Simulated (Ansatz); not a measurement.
Input file for Ansatz (a program for electronic structure): R-RI-MP2/aug-cc-pVQZ on CH7NO (a complex). Files ending in .json are basis or fitting sets from the Basis Set Exchange.

Ansatz 0.2 input:
```yaml
crystal:
  periodic: [false, false, false]
  atoms:
    - {symbol: N, position_ang: [-0.80436863, -0.69219687, -0.35724871]}
    - {symbol: H, position_ang: [-0.90005563, -1.66102787, -0.08139571]}
    - {symbol: H, position_ang: [-1.39350863, -0.57876187, -1.17200871]}
    - {symbol: C, position_ang: [-1.28781363, 0.17588313, 0.72312829]}
    - {symbol: H, position_ang: [-1.18366463, 1.21294913, 0.41527629]}
    - {symbol: H, position_ang: [-2.32564163, 0.00247913, 1.01425929]}
    - {symbol: H, position_ang: [-0.65592763, 0.03619813, 1.59636929]}
    - {symbol: O, position_ang: [1.85803137, 0.51852113, -0.25348871]}
    - {symbol: H, position_ang: [1.04051437, 0.02224913, -0.42664171]}
    - {symbol: H, position_ang: [2.43993337, 0.26002313, -0.96923471]}
basis:
  gaussian:
    orbitals: aug-cc-pVQZ
    fitting: {mean_field: def2-universal-JKFIT, correlation: aug-cc-pVQZ-RIFIT.json}
magnetization: {spin_polarized: false}
correlation: {method: mp2, electrons: outside_noble_gas}
scf: {lower_state_search: off}
```

Output:

```
WARN ansatz: RAYON_NUM_THREADS=1 ignored (pool sized by the plan → 1); use --threads N
Functional definition: HF
these checks for a lower state are left out or cut short: stability, starts, cluster_reference, orbital_swaps, neighbouring_geometries, increment
integrals: 0.98 GiB planned
355 factors; integrals over basis functions are off by at most 3.9e0 eV
mean field: 1.49 GiB planned
mean field evaluation 1: about -4658.1830 eV, gradient 4.6e1 eV
mean field evaluation 2: about -4661.0681 eV, gradient 2.7e1 eV
mean field evaluation 4: about -4662.2355 eV, gradient 9.0e-1 eV
mean field -4662.23838867 eV, -171.3341006050 hartree, gradient 1.2e-6 eV, S^2 0.000000; 0 other end points of the search recorded, 0 dependent functions left out
3 core orbitals not correlated
1064 factors; their error is unknown
reference -4662.23838867 eV, -171.3341006050 hartree; 11, 11 occupied and 548, 548 virtual orbitals, 1064 factors
second order -19.74096468 eV of doubles, -0.00000000 eV of singles
Total energy: -4681.97935336 eV, -172.0595676763 hartree
Checks for a lower state left out: stability, starts, cluster_reference, orbital_swaps, neighbouring_geometries, increment
```

The calculation finished and met its thresholds.

Cost: roughly 10 core-seconds.
